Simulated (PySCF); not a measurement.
## Structure elucidation problem

The spectra below were simulated for a compound C2H2F2.

1H NMR (400 MHz, computed): δ 6.37 (m, 2H).

13C{1H} NMR (computed): δ 150.6 (m).

PySCF calculation with couplings computed with B3LYP/pcJ-1, PBE0-D3(BJ)/def2-SVP geometry and GIAO CAM-B3LYP/pcSseg-2 shieldings; equivalent nuclei averaged, gas phase, non-relativistic, single conformer.

Referencing at the same level of theory: 1H, 13C against TMS.

Task: What is the structure?

Result: 
Rings plus π bonds: 1 (no ring in the answer). 1 carbon signal for 2 carbons: some carbons are equivalent by symmetry or fast rotation. Carbon types of the structure: 2 × CH, which accounts for all hydrogens. δC 150.6: alkene CH; an sp2 carbon of a C=C bond. δH 6.37: hydrogen on an alkene CH; olefinic region.

These data were computed for SMILES F/C=C\F.

Common functionals overestimate the size of one-bond C–F couplings by tens of Hz; these are unscaled. Multiplet labels drop couplings under 1 Hz and merge nearly equal ones. Couplings among chemically equivalent protons are left out too, so labels in AA′BB′ or AA′XX′ sets are apparent multiplicities. Shifts are as computed, not scaled to solution data. Of 1211 compounds with measured shifts, 218 miss one by over three times the rms of a fit or turn the order of signals round; such compounds aren't used in these exercises.
